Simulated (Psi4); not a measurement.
# SiHF2 (SMILES F[SiH]F): a chain of runs

Wanted: a geometry optimisation (UM06-2X/6-31G*), then the harmonic vibrations, then the energy (USCS-MP2/aug-cc-pVDZ) of SiHF2. 

The results are computed with Psi4 1.11.

## Step 1: Starting point

SiHF2: 4 atoms, total charge 0, spin state doublet. SMILES: `F[SiH]F`. The shape is that of a GFN2-xTB optimisation. The run starts from this shape.

Bond lengths: F1–Si2 1.606 Å, Si2–F3 1.606 Å, Si2–H4 1.439 Å. Angles: F1–Si2–F3 100.4°, F1–Si2–H4 108.7°, F3–Si2–H4 108.6°.

## Step 2: A structure relaxation at UM06-2X/6-31G(d) (density fitting, Cartesian functions) (run 1)

Contents of job.inp:

```
memory 1600 MB

molecule m {
  0 2
  F      2.31859947     1.23395336    -0.77531683
  Si    -0.05302572    -0.64796819    -0.56897764
  F     -2.33229998     1.35349744    -0.47768497
  H      0.06672623    -1.93948261     1.82197944
  units bohr
  symmetry c1
}

set {
  reference    uks
  geom_maxiter 60
}

e, wfn = opt("m06-2x/6-31G*", return_wfn=True)
```

The run is started by

```bash
$ psi4 job.inp job.out -n 1
```

job.out:

```text
[...]
  Running in c1 symmetry.
[...]
  Nuclear repulsion =  109.410123187225224
[...]
  Multiplicity = 2
[...]
  Nalpha       = 17
  Nbeta        = 16
[...]
    Number of basis functions: 51
[...]
   @DF-UKS iter   1:  -489.66564419284805   -5.65734e-01   7.83836e-03 DIIS/ADIIS
[...]
   @DF-UKS iter   6:  -489.72165460685909   -3.29692e-12   7.36878e-09 DIIS
[...]
   @S^2 Observed:                7.520673257E-01
[...]
  @DF-UKS Final Energy:  -489.72165460685909
   => Energetics <=
    Nuclear Repulsion Energy =            108.6209585128586212
    One-Electron Energy =                -896.7842457324400129
    Two-Electron Energy =                 318.5578148035380082
    DFT Exchange-Correlation Energy =     -20.1161821908156604
    Empirical Dispersion Energy =           0.0000000000000000
    VV10 Nonlocal Energy =                  0.0000000000000000
    Total Energy =                       -489.7216546068590901
[...]
 Multipole Moments:
 ------------------------------------------------------------------------------------
     Multipole            Electronic (a.u.)      Nuclear  (a.u.)        Total (a.u.)
 ------------------------------------------------------------------------------------
 L = 1.  Multiply by 2.5417464519 to convert [e a0] to [Debye]
 Dipole X            :         -0.0456200            0.0287285           -0.0168915
 Dipole Y            :          1.3746628           -1.9970970           -0.6224342
 Dipole Z            :         -1.2650335            1.2510750           -0.0139585
 Magnitude           :                                                    0.6228198
[...]
  -Total Gradient:
     Atom            X                  Y                   Z
    ------   -----------------  -----------------  -----------------
       1       -0.000011160785    -0.000192846049    -0.000049862029
       2       -0.000007635873    -0.000225382173    -0.000026286991
       3       -0.000005017403    -0.000193106428    -0.000050264790
       4        0.000002068619    -0.000079480299     0.000064084822
[...]
    Final optimized geometry and variables:
    Molecular point group: c1
    Full point group: C1
    Geometry (in Bohr), charge = 0, multiplicity = 2:
    F            2.454034857849     0.731719477750    -0.209531471028
    SI          -0.026411830924    -0.992255366912    -0.014201680680
    F           -2.420059205789     0.856993032764     0.102367186729
    H            0.092713233824    -2.403934416421     2.414377076384
    Psi4 run time: 0:00:25.84
[...]
```

The script printed:

```text
Optimizer: Optimization complete!
```

It took 28 s on 1 thread of Intel Xeon Platinum 8488C (Sapphire Rapids), shared host; peak memory 0.52 GiB.

Steps, from the record of the run:

| step | energy from the first frame kept (eV) | largest force (eV/Å) |
| --- | --- | --- |
| 0 | 0.0000 | 1.5303 |
| 1 | -0.0633 | 0.3815 |
| 2 | -0.0675 | 0.1137 |
| 3 | -0.0677 | 0.0252 |
| 4 | -0.0677 | 0.0117 |

After the run. Bond lengths: F1–Si2 1.602 Å, Si2–F3 1.602 Å, Si2–H4 1.488 Å. Angles: F1–Si2–F3 107.6°, F1–Si2–H4 107.9°, F3–Si2–H4 107.9°.

## Step 3: Vibrational wavenumbers at UM06-2X/6-31G(d) (density fitting, Cartesian functions) (run 2)

Contents of job.inp:

```
memory 1.6 GB

molecule mol {
  0 2
  F
  Si 1 r2
  F 2 r3 1 a3
  H 2 r4 3 a4 1 d4

  r2 = 1.601831
  r3 = 1.601831
  a3 = 107.60948
  r4 = 1.487828
  a4 = 107.8771
  d4 = 116.15391
}

set {
  basis 6-31G*
  reference uks
  t 298.15
  rotational_symmetry_number 1
}

freq("m06-2x")
```

The run is started by

```bash
$ psi4 job.inp job.out -n 1
```

job.out:

```text
[...]
  Running in c1 symmetry.
[...]
  Nuclear repulsion =  108.620941058141312
[...]
  Multiplicity = 2
[...]
  Nalpha       = 17
  Nbeta        = 16
[...]
    Number of basis functions: 51
[...]
   @DF-UKS iter   1:  -489.67032740333678   -5.77429e-01   7.70320e-03 ADIIS/DIIS
[...]
   @DF-UKS iter  11:  -489.72165437585653   -5.00222e-12   7.94556e-09 DIIS
[...]
   @S^2 Observed:                7.520656956E-01
[...]
  @DF-UKS Final Energy:  -489.72165437585653
   => Energetics <=
    Nuclear Repulsion Energy =            108.6233894024584714
    One-Electron Energy =                -896.7898768893549004
    Two-Electron Energy =                 318.5611107625169325
    DFT Exchange-Correlation Energy =     -20.1162776514769774
    Empirical Dispersion Energy =           0.0000000000000000
    VV10 Nonlocal Energy =                  0.0000000000000000
    Total Energy =                       -489.7216543758565308
[...]
  -Total Gradient:
     Atom            X                  Y                   Z
    ------   -----------------  -----------------  -----------------
       1       -0.000028697360     0.000176367222     0.000140645632
       2       -0.000108670434     0.000299700405     0.000300026302
       3        0.000058029062     0.000117954551     0.000104256298
       4        0.000153426315    -0.000035511791    -0.000130982222
[...]
  ==> Harmonic Vibrational Analysis <==
[...]
  Freq [cm^-1]                 310.0846            777.6370            779.1568
[...]
  IR activ [km/mol]            17.3515             14.6222             112.1888
[...]
  Freq [cm^-1]                 898.8214            987.7297           2250.7919
[...]
  IR activ [km/mol]            114.0745            176.8047            137.3619
[...]
  Total E_0, Enthalpy at 0 [K]                                                         -489.70797599 [Eh]
[...]
  Total H, Enthalpy at  298.15 [K]                                                     -489.70352875 [Eh]
[...]
  Total G, Gibbs energy at  298.15 [K]                                                 -489.73436767 [Eh]
[...]
```

The script printed:

```text
Warning: used thermodynamics relations inappropriate for low-frequency modes: ['310.0846']
```

It took 1.8 min on 1 thread of Intel Xeon Platinum 8488C (Sapphire Rapids), shared host; peak memory 0.51 GiB.

## Step 4: A single-point energy at USCS-MP2/aug-cc-pVDZ (density fitting) (run 3)

Contents of job.inp:

```
memory 1.6 GB

molecule system {
  0 2
  F      1.285374     0.616909    -0.410200
  Si    -0.027222    -0.295380    -0.306836
  F     -1.293885     0.683201    -0.245150
  H      0.035817    -1.042408     0.978313
}

set basis aug-cc-pVDZ
set reference uhf
set freeze_core true

energy("scs-mp2")
```

The run is started by

```bash
$ psi4 -i job.inp -o job.out -n 1
```

job.out:

```text
[...]
  Running in c1 symmetry.
[...]
  Nuclear repulsion =  108.620944202805688
[...]
  Multiplicity = 2
[...]
  Nalpha       = 17
  Nbeta        = 16
[...]
    Number of basis functions: 82
[...]
   @UHF iter   1:  -488.42015899569799   -8.03742e-01   5.12854e-03 DIIS/ADIIS
[...]
   @UHF iter  12:  -488.49266133783044   -1.64846e-12   4.00967e-09 DIIS
[...]
   @S^2 Observed:                7.541906370E-01
[...]
    Orbital Energies [Eh]
    ---------------------
    Alpha Occupied:
       1A    -68.902639     2A    -26.320077     3A    -26.320072
       4A     -6.238790     5A     -4.349151     6A     -4.343234
       7A     -4.341264     8A     -1.623923     9A     -1.605823
      10A     -0.814805    11A     -0.730002    12A     -0.706328
      13A     -0.703014    14A     -0.674307    15A     -0.653392
      16A     -0.584692    17A     -0.385118
    Alpha Virtual:
      18A      0.047851    19A      0.051510    20A      0.053586
      21A      0.064065    22A      0.122827    23A      0.152810
      24A      0.157983    25A      0.206955    26A      0.228159
[...]
  @UHF Final Energy:  -488.49266133783044
   => Energetics <=
    Nuclear Repulsion Energy =            108.6209442028056884
    One-Electron Energy =                -896.2015696562468747
    Two-Electron Energy =                 299.0879641156107027
    Total Energy =                       -488.4926613378304410
  UHF NO Occupations:
  HONO-2 :   15  A 1.9997875
  HONO-1 :   16  A 1.9982672
[...]
 Multipole Moments:
 ------------------------------------------------------------------------------------
     Multipole            Electronic (a.u.)      Nuclear  (a.u.)        Total (a.u.)
 ------------------------------------------------------------------------------------
 L = 1.  Multiply by 2.5417464519 to convert [e a0] to [Debye]
 Dipole X            :         -0.0440166            0.0287286           -0.0152879
 Dipole Y            :          1.3040419           -1.9970977           -0.6930558
 Dipole Z            :         -1.2115883            1.2510751            0.0394868
 Magnitude           :                                                    0.6943481
[...]
	SCS-MP2 Total Energy (a.u.)        :  -488.96866642260682
	SOS-MP2 Total Energy (a.u.)        :  -488.92483036560066
	SCSN-MP2 Total Energy (a.u.)       :  -488.72411571882287
[...]
	SOS-PI-MP2 Total Energy (a.u.)     :  -488.99685853689567
[...]
	MP2 Total Energy (a.u.)            :  -488.98431036532406
[...]
```

It took 11 s on 1 thread of Intel Xeon Platinum 8488C (Sapphire Rapids), shared host; peak memory 0.4 GiB.

## Step 5: Results

| quantity | value |
| --- | --- |
| run 1, UM06-2X/6-31G*: total energy at the end | -489.72165 Eh |
| run 1, UM06-2X/6-31G*: dipole moment | 1.58 D |
| run 1, UM06-2X/6-31G*: HOMO energy (highest over α and β) | -7.78 eV |
| run 1, UM06-2X/6-31G*: LUMO energy (lowest over α and β) | -2.11 eV |
| run 1, UM06-2X/6-31G*: ⟨S²⟩ | 0.752 |
| run 2, UM06-2X/6-31G*: lowest harmonic wavenumber | 310 cm⁻¹ |
| run 2, UM06-2X/6-31G*: highest harmonic wavenumber | 2251 cm⁻¹ |
| run 2, UM06-2X/6-31G*: zero-point energy | 35.9 kJ/mol |
| run 2, UM06-2X/6-31G*: ideal-gas entropy at 298.15 K (symmetry number 1 as used) | 64.9 cal/(mol K) |
| run 3, USCS-MP2/aug-cc-pVDZ: total energy | -488.96867 Eh |
| run 3, USCS-MP2/aug-cc-pVDZ: HOMO energy (Hartree–Fock orbitals) (highest over α and β) | -10.48 eV |
| run 3, USCS-MP2/aug-cc-pVDZ: LUMO energy (Hartree–Fock orbitals) (lowest over α and β) | 0.48 eV |
| run 3, USCS-MP2/aug-cc-pVDZ: correlation energy (7 core orbitals frozen) | -476.0 mEh |
| run 3, USCS-MP2/aug-cc-pVDZ: ⟨S²⟩ of the reference determinant | 0.754 |

What this shows: The optimisation (run 1, UM06-2X/6-31G*) took 5 steps and changed the energy by -0.068 eV. All 6 modes (run 2, UM06-2X/6-31G*) are real, so the shape is a minimum at this level.
